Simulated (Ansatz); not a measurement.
A nudged elastic band was laid between two geometries of AlH3 (4 atoms, charge 0, multiplicity 1).

Method: RKS BHLYP/6-31G* (Ansatz 0.2.0).

```
movable images  : 5
climbing image  : yes
spring          : 5.0 eV/Å²
optimiser       : quadratic models (default)
start path      : through a guess of the saddle point
force threshold : 0.05 eV/Å
iteration limit : 60
end points      : relaxed
```

First end point:

```xyz
4
Properties=species:S:1:pos:R:3
Al 0.392 0.000 0.226
H 0.393 0.000 1.805
H 1.759 0.000 -0.563
H -0.975 0.000 -0.563
```

Last end point:

```xyz
4
Properties=species:S:1:pos:R:3
Al -1.408 0.000 0.409
H 1.813 0.000 1.128
H 1.744 0.000 0.394
H -0.580 0.000 -1.026
```

Q: What changes between the two ends?

A: Bonds broken: Al1–H2, Al1–H3. Bonds formed: H2–H3. AlH3 becomes AlH + H2.

Q: Give the energies along the band, and the barrier.

A: It converged. The highest image is number 3 of 0 to 6, 3.17 eV above the first end and 1.80 eV above the last; the last end lies 1.37 eV above the first. Neighbouring images differ by up to 1.5 eV, so the band resolves the path poorly. A vibrational analysis at the climbing image gives one clearly imaginary mode, 1401i cm⁻¹: a first-order saddle point. The orbitals stay closed-shell, which can raise the energy where a bond breaks towards radicals; this wasn't checked here.

| image | path coordinate (Å) | energy (eV) | Al1–H2 (Å) | Al1–H3 (Å) | H2–H3 (Å) |
| --- | --- | --- | --- | --- | --- |
| 0 | 0.00 | 0.00 | 1.58 | 1.58 | 2.73 |
| 1 | 0.50 | 0.48 | 1.56 | 1.54 | 2.32 |
| 2 | 1.01 | 1.98 | 1.53 | 1.59 | 1.85 |
| 3 | 1.51 | 3.17 | 1.58 | 1.79 | 1.38 |
| 4 | 2.06 | 1.77 | 1.89 | 2.08 | 0.81 |
| 5 | 2.60 | 1.40 | 2.59 | 2.67 | 0.74 |
| 6 | 3.15 | 1.37 | 3.30 | 3.15 | 0.74 |

Q: What is the geometry of the highest image?

A: 
```xyz
4
Properties=species:S:1:pos:R:3
Al -0.271 0.000 0.616
H 1.165 0.000 1.272
H 1.378 0.000 -0.092
H -0.703 0.000 -0.890
```

Run time: 25 s on 1 thread of Intel(R) Xeon(R) Platinum 8375C CPU @ 2.90GHz (Ice Lake), on a shared host, peak memory 0.1 GiB.
